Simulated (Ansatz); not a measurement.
Relaxation of H₄S₂Si (7 atoms, charge 0, multiplicity 1), to a largest force component of 0.015 eV/Å in at most 40 steps.

Level of theory: Ansatz, RKS CAM-B3LYP-D4/def2-SVP.

```xyz
7
Properties=species:S:1:pos:R:3
Si -0.807 0.486 -0.172
S 0.385 -0.133 1.438
S 1.392 -1.618 0.465
H -1.665 -0.567 -0.629
H 0.013 0.958 -1.329
H -1.681 1.694 0.270
H 2.424 -0.888 -0.088
```

Where does it end, and by what steps?

The forces met the threshold. After 5 steps the energy has fallen by 0.149 eV; H7 moved furthest, 0.09 Å.

| step | energy less start (eV) | largest force component (eV/Å) | accepted |
| --- | --- | --- | --- |
| 0 | 0.0000 | 2.000 | yes |
| 1 | -0.1385 | 0.446 | yes |
| 2 | -0.1460 | 0.107 | yes |
| 3 | -0.1472 | 0.063 | yes |
| 4 | -0.1489 | 0.021 | yes |
| 5 | -0.1491 | 0.007 | yes |

```xyz
7
Properties=species:S:1:pos:R:3
Si -0.842 0.533 -0.215
S 0.421 -0.078 1.423
S 1.420 -1.655 0.459
H -1.713 -0.587 -0.654
H -0.019 1.004 -1.359
H -1.666 1.651 0.318
H 2.460 -0.935 -0.018
```

The run took 20 s on 1 thread of Arm Neoverse V2, with other jobs on the host, peak memory 0.16 GiB.
